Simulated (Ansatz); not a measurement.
Input file:

```yaml
crystal:
  periodic: [false, false, false]
  atoms:
    - {symbol: Al, position_ang: [0.000000, 0.000000, 0.187600]}
    - {symbol: P, position_ang: [0.000000, 0.000000, -1.956600]}
    - {symbol: H, position_ang: [0.000000, 0.000000, 1.769000]}
basis:
  gaussian: {orbitals: 6-31G}
magnetization: {spin_polarized: false, initial_magnetization: 1}
correlation: {active_space: {window: {electrons: 7, orbitals: 4}, fixed_orbitals: true}}
accuracy: high
```

```sh
$ ansatz run in.yaml --threads 1 --pin off --events-out ev --progress --plain --max-ram 2393MiB
```

The program prints:

```
565 factors; integrals over basis functions are off by at most 3.7e-9 eV
mean field evaluation 1: about -15866.2621 eV, gradient 1.2e1 eV
mean field evaluation 2: about -15866.2662 eV, gradient 1.2e1 eV
mean field evaluation 4: about -15867.1255 eV, gradient 1.7e0 eV
mean field evaluation 8: about -15867.1579 eV, gradient 3.4e-3 eV
mean field evaluation 16: about -15866.9883 eV, gradient 3.4e0 eV
mean field evaluation 32: about -15865.2191 eV, gradient 2.8e-2 eV
mean field -15867.15789915 eV, -583.1072976479 hartree, gradient 2.0e-8 eV, S^2 0.750000; 4 other end points of the search recorded, 0 dependent functions left out
reference -15867.15789915 eV, -583.1072976479 hartree; 15, 14 occupied and 13, 14 virtual orbitals, 565 factors
state -15867.15789915 eV, -583.1072976479 hartree
Total energy: -15867.15789915 eV, -583.1072976479 hartree
```

The active space holds one configuration alone, so it describes no static correlation.

Natural occupations: 2.0000 2.0000 2.0000 1.0000.

Ran on 1 thread of Arm Neoverse V1, shared host: 0.51 s wall, 0.07 GiB peak host memory.
